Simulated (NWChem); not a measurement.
System: propene (C$_{3}$H$_{6}$); SMILES C=CC

NWChem input:

```
start job
memory heap 200 mb stack 900 mb global 1100 mb
geometry units angstroms noautosym nocenter noautoz
  C     -0.166705    -1.233762     0.000000
  C      0.453203     0.131215     0.000000
  C     -0.219299     1.295222     0.000000
  H      0.152738    -1.821102    -0.888097
  H      0.152738    -1.821102     0.888097
  H     -1.273936    -1.184400     0.000000
  H      1.559069     0.161359     0.000000
  H     -1.322382     1.321560     0.000000
  H      0.304101     2.263955     0.000000
end
basis spherical
  C library aug-pcseg-1
  H library aug-pcseg-1
end
dft
  xc b3lyp
  iterations 150
end
cosmo
  do_cosmo_smd true
  solvent water
end
task dft energy
```

Parts of the log:

```
             Northwest Computational Chemistry Package (NWChem) 7.3.0
             --------------------------------------------------------

                             Geometry "geometry" -> ""
                             -------------------------

 Output coordinates in angstroms (scale by  1.889725989 to convert to a.u.)

  No.       Tag          Charge          X              Y              Z
 ---- ---------------- ---------- -------------- -------------- --------------
    1 C                    6.0000    -0.16670500    -1.23376200     0.00000000
    2 C                    6.0000     0.45320300     0.13121500     0.00000000
    3 C                    6.0000    -0.21929900     1.29522200     0.00000000
    4 H                    1.0000     0.15273800    -1.82110200    -0.88809700
    5 H                    1.0000     0.15273800    -1.82110200     0.88809700
    6 H                    1.0000    -1.27393600    -1.18440000     0.00000000
    7 H                    1.0000     1.55906900     0.16135900     0.00000000
    8 H                    1.0000    -1.32238200     1.32156000     0.00000000
    9 H                    1.0000     0.30410100     2.26395500     0.00000000

 Effective nuclear repulsion energy (a.u.)      70.1076062172

                                 NWChem DFT Module
                                 -----------------

 Summary of "ao basis" -> "ao basis" (spherical)
 ------------------------------------------------------------------------------
       Tag                 Description            Shells   Functions and Types
 ---------------- ------------------------------  ------  ---------------------
 C                        aug-pcseg-1                9       23   4s3p2d
 H                        aug-pcseg-1                5        9   3s2p

 in cosmo_initialize ...
 calling solv_data for solv:h2o

 solvent parameters
 solvname_short: h2o
 solvname_long:  water
 dielec:       78.4000
 dielecinf:     1.7769
 aqueous SMD model solvent descriptors
 dielec:       78.4000
 sola:          0.8200

          ---------------
          -cosmo- solvent
          ---------------
 Cosmo: York-Karplus, doi: 10.1021/jp992097l
 dielectric constant -eps-     =  78.40
 screen = (eps-1)/(eps    )    =   0.98724
 surface charge correction     = lagrangian

   van der Waals surface
 --------------------------

 ---------- ATOMIC COORDINATES (A.U.) ------------ VDWR(ANG.) --
     1   -0.31502677   -2.33147212    0.00000000     1.850
     2    0.85642949    0.24796040    0.00000000     1.850
     3   -0.41441502    2.44761467    0.00000000     1.850
     4    0.28863297   -3.44138378   -1.67825998     1.200
     5    0.28863297   -3.44138378    1.67825998     1.200
     6   -2.40738997   -2.23819146    0.00000000     1.200
     7    2.94621321    0.30492430    0.00000000     1.200
     8   -2.49893963    2.49738628    0.00000000     1.200
     9    0.57466756    4.27825460    0.00000000     1.200
 number of segments per atom =        128
 number of   points per atom =        128
 atom (   nspa,  nppa )
 ----------------------
    1 (     60,     0 )       0
    2 (     40,     0 )       0
    3 (     66,     0 )       0
    4 (     55,     0 )       0
    5 (     55,     0 )       0
    6 (     56,     0 )       0
    7 (     54,     0 )       0
    8 (     54,     0 )       0
    9 (     54,     0 )       0
 number of -cosmo- surface points =      494
 molecular surface =     83.038 angstrom**2
 molecular volume  =     64.188 angstrom**3
 -lineq- algorithm             =   0
 -bem- low  level              =   3
 -bem- from -octahedral-
 gaussian surface charge width =   4.50000
 degree of switching           =   1.00000
 switching function tolerance  =   0.00010
 atomic radii =
 --------------
    1  6.000  1.850
    2  6.000  1.850
    3  6.000  1.850
    4  1.000  1.200
    5  1.000  1.200
    6  1.000  1.200
    7  1.000  1.200
    8  1.000  1.200
    9  1.000  1.200
 ...... end of -cosmo- initialization ......

 nat:                     9
 ixmem:                  4523
 calling mnsol_interface()
 G(SMD-CDS) energy (kcal/mol)  =     3.200
 SMD-CDS SASA (angstrom**2)    =   114.382

            General Information
            -------------------
          SCF calculation type: DFT
          Wavefunction type:  closed shell.
          No. of atoms     :     9
          No. of electrons :    24
           Alpha electrons :    12
            Beta electrons :    12
          Charge           :     0
          Spin multiplicity:     1
          Use of symmetry is: off; symmetry adaption is: off
          Maximum number of iterations: 150
          AO basis - number of functions:   123
                     number of shells:    57
          Convergence on energy requested:  1.00D-06
          Convergence on density requested:  1.00D-05
          Convergence on gradient requested:  5.00D-04

              XC Information
              --------------
                         B3LYP Method XC Potential
                     Hartree-Fock (Exact) Exchange  0.200
                        Slater Exchange Functional  0.800 local
                    Becke 1988 Exchange Functional  0.720 non-local
              Lee-Yang-Parr Correlation Functional  0.810
                  VWN I RPA Correlation Functional  0.190 local

             Grid Information
             ----------------
          Grid used for XC integration:  medium
          Radial quadrature: Mura-Knowles
          Angular quadrature: Lebedev.
          Tag              B.-S. Rad. Rad. Pts. Rad. Cut. Ang. Pts.
          ---              ---------- --------- --------- ---------
          C                   0.70       49          15.0       434
          H                   0.35       45          16.0       434
          Grid pruning is: on
          Number of quadrature shells:   417
          Spatial weights used:  Erf1

      Superposition of Atomic Density Guess
      -------------------------------------

 Sum of atomic energies:        -115.94439301

      Non-variational initial energy
      ------------------------------

 Total energy =    -117.803325
 1-e energy   =    -292.019704
 2-e energy   =     104.108773
 HOMO         =      -0.318179
 LUMO         =      -0.001719

   convergence    iter        energy       DeltaE   RMS-Dens  Diis-err
 ---------------- ----- ----------------- --------- --------- ---------
     COSMO gas phase
 d= 0,ls=0.0,diis     1   -117.8632017590 -1.88D+02  1.40D-02  2.48D-01
 d= 0,ls=0.0,diis     2   -117.8903965185 -2.72D-02  3.00D-03  1.78D-02
 d= 0,ls=0.0,diis     3   -117.8892559862  1.14D-03  1.42D-03  2.65D-02
 d= 0,ls=0.0,diis     4   -117.8926769333 -3.42D-03  3.99D-04  1.02D-03
 d= 0,ls=0.0,diis     5   -117.8928012802 -1.24D-04  9.09D-05  7.79D-05
  Resetting Diis
 d= 0,ls=0.0,diis     6   -117.8928121682 -1.09D-05  1.61D-05  9.78D-07
 d= 0,ls=0.0,diis     7   -117.8928123041 -1.36D-07  6.29D-06  4.14D-08

   convergence    iter        energy       DeltaE   RMS-Dens  Diis-err
 ---------------- ----- ----------------- --------- --------- ---------
     COSMO solvation phase
 d= 0,ls=0.0,diis     1   -117.8905421883  2.27D-03  2.56D-03  9.99D-04
 d= 0,ls=0.0,diis     2   -117.8908034544 -2.61D-04  2.47D-04  4.89D-04
 d= 0,ls=0.0,diis     3   -117.8908600997 -5.66D-05  1.42D-04  9.17D-05
 d= 0,ls=0.0,diis     4   -117.8908716369 -1.15D-05  3.24D-05  1.61D-05
 d= 0,ls=0.0,diis     5   -117.8908736760 -2.04D-06  7.18D-06  1.93D-07
 d= 0,ls=0.0,diis     6   -117.8908737118 -3.58D-08  1.41D-06  9.90D-09

         Total DFT energy =     -117.890873711828
      One electron energy =     -295.717511032001
           Coulomb energy =      126.036201808682
    Exchange-Corr. energy =      -18.435218473146
 Nuclear repulsion energy =       70.107606217209

             COSMO energy =        0.118047767428

 Numeric. integr. density =       24.000003109908

                                COSMO-SMD solvation results
                                ---------------------------

             internal energy in gas <Psi(g)|H|Psi(g)> =      -117.892812304079
         internal energy in solvent <Psi(s)|H|Psi(s)> =      -117.892426282501
                               delta internal energy  =         0.000386021578 (    0.24 kcal/mol)
   total free energy in solvent <Psi(s)|H+V/2|Psi(s)> =      -117.895972699266
 polarization energy contribution <Psi(s)|V/2|Psi(s)> =        -0.003546416765 (   -2.23 kcal/mol)
    total free energy in solvent including G(SMD-CDS) =      -117.890873711828
                       G(SMD-CDS) energy contribution =         0.005098987438 (    3.20 kcal/mol)
     1 M fixed-concentration free energy of solvation =         0.001938592252 (    1.22 kcal/mol)

                       DFT Final Molecular Orbital Analysis
                       ------------------------------------

 Vector   10  Occ=2.000000D+00  E=-3.747958D-01
              MO Center= -1.6D-01, -5.2D-01,  1.3D-09, r^2= 2.9D+00
   Bfn.  Coefficient  Atom+Function         Bfn.  Coefficient  Atom+Function
  ----- ------------  ---------------      ----- ------------  ---------------
     6      0.285783  1 C  py                52      0.268019  3 C  py
    88      0.268634  6 H  s                  5     -0.256476  1 C  px
    29     -0.214745  2 C  py                27      0.201841  2 C  s
   115      0.201481  9 H  s                 70     -0.199543  4 H  s
    79     -0.199543  5 H  s                  4     -0.195477  1 C  s

 Vector   11  Occ=2.000000D+00  E=-3.511247D-01
              MO Center=  9.3D-02,  3.0D-01,  3.3D-10, r^2= 2.8D+00
   Bfn.  Coefficient  Atom+Function         Bfn.  Coefficient  Atom+Function
  ----- ------------  ---------------      ----- ------------  ---------------
    97      0.304051  7 H  s                 28      0.300860  2 C  px
   106      0.242972  8 H  s                 51     -0.240308  3 C  px
     5     -0.215998  1 C  px               115     -0.212032  9 H  s
    88      0.187956  6 H  s                  6     -0.184203  1 C  py
    50      0.130541  3 C  s                 29      0.127900  2 C  py

 Vector   12  Occ=2.000000D+00  E=-2.689975D-01
              MO Center=  7.2D-02,  5.4D-01, -5.4D-10, r^2= 2.2D+00
   Bfn.  Coefficient  Atom+Function         Bfn.  Coefficient  Atom+Function
  ----- ------------  ---------------      ----- ------------  ---------------
    53      0.418356  3 C  pz                30      0.375040  2 C  pz
    56      0.289384  3 C  pz                33      0.267936  2 C  pz
    70      0.143021  4 H  s                 79     -0.143021  5 H  s
     7     -0.136146  1 C  pz                71      0.127127  4 H  s
    80     -0.127127  5 H  s                 10     -0.085145  1 C  pz

 Vector   13  Occ=0.000000D+00  E=-9.152550D-03
              MO Center= -5.9D-02,  6.8D-01,  1.3D-07, r^2= 4.6D+00
   Bfn.  Coefficient  Atom+Function         Bfn.  Coefficient  Atom+Function
  ----- ------------  ---------------      ----- ------------  ---------------
    36      0.687651  2 C  pz                59     -0.683999  3 C  pz
    33      0.560511  2 C  pz                56     -0.523464  3 C  pz
    72      0.460956  4 H  s                 81     -0.460956  5 H  s
    30      0.430461  2 C  pz                71      0.345455  4 H  s
    80     -0.345455  5 H  s                 53     -0.342445  3 C  pz

 Vector   14  Occ=0.000000D+00  E=-7.797797D-03
              MO Center=  2.2D-01, -2.7D-01,  3.2D-08, r^2= 1.7D+01
   Bfn.  Coefficient  Atom+Function         Bfn.  Coefficient  Atom+Function
  ----- ------------  ---------------      ----- ------------  ---------------
    50      2.028318  3 C  s                  4      1.804832  1 C  s
    99     -1.022990  7 H  s                 27     -0.912727  2 C  s
    34      0.854804  2 C  px               116     -0.553185  9 H  s
    72     -0.532479  4 H  s                 81     -0.532480  5 H  s
   108     -0.437686  8 H  s                  3      0.388537  1 C  s

 Vector   15  Occ=0.000000D+00  E= 9.450119D-03
              MO Center=  8.5D-02,  4.0D-01, -6.7D-08, r^2= 2.3D+01
   Bfn.  Coefficient  Atom+Function         Bfn.  Coefficient  Atom+Function
  ----- ------------  ---------------      ----- ------------  ---------------
    35      3.285197  2 C  py                50     -2.929061  3 C  s
   117     -2.532846  9 H  s                 90      2.268006  6 H  s
     4      2.109769  1 C  s                108     -1.921858  8 H  s
    58      1.632974  3 C  py                27      1.482580  2 C  s
    57     -1.308156  3 C  px                72      1.222629  4 H  s

     Multipole analysis of the density
     ---------------------------------

     L   x y z        total         alpha         beta         nuclear
     -   - - -        -----         -----         ----         -------
     0   0 0 0     -0.000000    -12.000000    -12.000000     24.000000

     1   1 0 0      0.044506      0.045381      0.045381     -0.046257
     1   0 1 0     -0.244041     -0.194132     -0.194132      0.144224
     1   0 0 1     -0.000000     -0.000000     -0.000000      0.000000

     2   2 0 0    -14.131753    -20.687865    -20.687865     27.243978
     2   1 1 0     -0.127103     -0.119944     -0.119944      0.112785
     2   1 0 1     -0.000000     -0.000000     -0.000000      0.000000
     2   0 2 0    -14.367214    -68.312362    -68.312362    122.257510
     2   0 1 1      0.000000      0.000000      0.000000      0.000000
     2   0 0 2    -16.725819    -11.179466    -11.179466      5.633113
```

Level: B3LYP/aug-pcseg-1, SMD on the gas-phase geometry. Geometry: optimised at PBE-D3(BJ)/def2-SVP. B3LYP is NWChem's, with the RPA form of VWN correlation. Solvent: water.
